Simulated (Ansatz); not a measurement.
Results of PBE (Ansatz, a first-principles code, plane waves, PAW) for 2H MoTe2.

Run with plane-wave cutoff 520 eV, 12×12×4 k mesh (along the axes of the cell as run), perturbation theory, no spin polarisation, scalar-relativistic PAW data made under PBE.

Computed at the level's own relaxed cell.

```yaml
crystal:
  lattice:
    - [3.55657, 0.00000, 0.00000]
    - [-1.77828, 3.08008, 0.00000]
    - [0.00000, 0.00000, 15.33415]
  atoms:
    - { symbol: Te, position: [0.66667, 0.33333, 0.36791] }
    - { symbol: Te, position: [0.33333, 0.66667, 0.86791] }
    - { symbol: Te, position: [0.33333, 0.66667, 0.63209] }
    - { symbol: Te, position: [0.66667, 0.33333, 0.13209] }
    - { symbol: Mo, position: [0.66667, 0.33333, 0.75000] }
    - { symbol: Mo, position: [0.33333, 0.66667, 0.25000] }
```

Harmonic phonon frequencies (cm⁻¹; i marks an imaginary mode; at Γ without the LO shift):

```tsv
q point	frequencies
Γ	0 0 0 11 11 11 114 114 114 114 168 168 229 229 229 229 281 283
M	74 75 98 100 101 101 127 127 145 146 157 157 226 226 234 234 248 248
K	62 62 102 102 112 113 139 139 144 144 145 145 215 215 243 243 246 246
```

No imaginary mode appears at these points.

Note: the cell comes from a level without a dispersion term, which matters for the spacing of layers, chains or molecules; the cell has widely spaced layers and the level no dispersion term, so their spacing and the moduli can rest on weak binding.
